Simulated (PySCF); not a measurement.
# [HO2]− (hydroperoxide(1-)) at r2SCAN/def2-TZVPPD

What is the energy change on altering one bond length of [HO2]− (hydroperoxide(1-)) at r2SCAN/def2-TZVPPD? The job is set up through a Python script.

Program for the calculation: PySCF 2.14.0.

4 further runs of the same task are left out: 4 set aside as unsound or not needed.

**1. Starting point**

[HO2]− has 3 atoms, charge -1, and is taken as a singlet. SMILES: `[O-]O`. The coordinates come from a GFN2-xTB relaxation.

Bond lengths: O1–O2 1.458 Å, O2–H3 0.963 Å. Angles: O1–O2–H3 100.3°.

**2. The energy at r2SCAN/def2-TZVPPD**

calc.py reads:

```python
from pyscf import gto, dft

mol = gto.M(
    atom='''
O     -0.670928     1.914822    -0.152520
O     -0.461944    -0.825092    -0.341870
H      1.132872    -1.089748     0.494390
''',
    spin=0,
    max_memory=1860,
    verbose=3,
    unit='bohr',
    charge=-1,
    basis='def2-tzvppd',
)

ks = dft.RKS(mol)
ks.xc = 'r2scan'
ks.grids.level = 5
ks.conv_tol = 1e-10
ks.kernel()
if not ks.converged:
    ks = ks.newton().run(ks.mo_coeff, ks.mo_occ)

energy = ks.e_tot
print('E(%s) = %.9f' % ('R2SCAN', energy))
```

Run with:

```sh
$ OMP_NUM_THREADS=1 python calc.py
```

The program printed:

```text
converged SCF energy = -150.932343536653
E(R2SCAN) = -150.932343537
```

It took 9.3 s on 1 thread of Intel Xeon 6975P-C (Granite Rapids), shared host; peak memory 0.53 GiB.

**3. The distorted shape**

input.py reads:

```python
from pyscf import gto, dft

molecule = gto.M(
    atom=[
    ('O', (-0.388215, 1.448223, -0.050652)),
    ('O', (-0.244450, -0.436620, -0.180910)),
    ('H', (0.599490, -0.576670, 0.261620)),
],
    charge=-1,
    verbose=3,
    basis='def2-tzvppd',
    max_memory=1860,
)

mf = dft.RKS(molecule)
mf.xc = 'r2scan'
mf.grids.level = 5
mf.conv_tol = 1e-10
mf.kernel()
if not mf.converged:
    mf = mf.newton().run(mf.mo_coeff, mf.mo_occ)

e_final = mf.e_tot
print('E = %.10f Eh' % e_final)
```

Run with:

```sh
$ OMP_NUM_THREADS=1 python input.py
```

The program printed:

```text
converged SCF energy = -150.902395002358
E = -150.9023950024 Eh
```

Run time: 8.4 s. Hardware: 1 thread of Intel Xeon 6975P-C (Granite Rapids), shared host; peak memory 0.54 GiB.

**4. Results**

At r2SCAN/def2-TZVPPD:

| quantity | value |
| --- | --- |
| first shape: total energy | -150.93234 Eh |
| first shape: HOMO energy | 2.80 eV |
| first shape: LUMO energy | 4.92 eV |
| first shape: HOMO–LUMO gap (to an unbound level, set by the basis) | 2.12 eV |
| distorted shape: total energy | -150.90240 Eh |
| distorted shape: HOMO energy | 1.27 eV |
| distorted shape: LUMO energy | 2.85 eV |
| distorted shape: HOMO–LUMO gap (to an unbound level, set by the basis) | 1.58 eV |
| energy change with the O1–O2 bond stretched from 1.458 to 1.895 Å | 0.815 eV |

What this shows: With the O1–O2 bond stretched from 1.458 to 1.895 Å the energy rises by 0.81 eV (18.8 kcal/mol). The first shape isn't relaxed at this level, so the change isn't measured from a minimum. The HOMO (first shape) lies at positive energy, 2.80 eV, as semi-local functionals often give for anions; only total energies tell whether the electron is bound. The HOMO (distorted shape) lies at positive energy, 1.27 eV, as semi-local functionals often give for anions; only total energies tell whether the electron is bound.
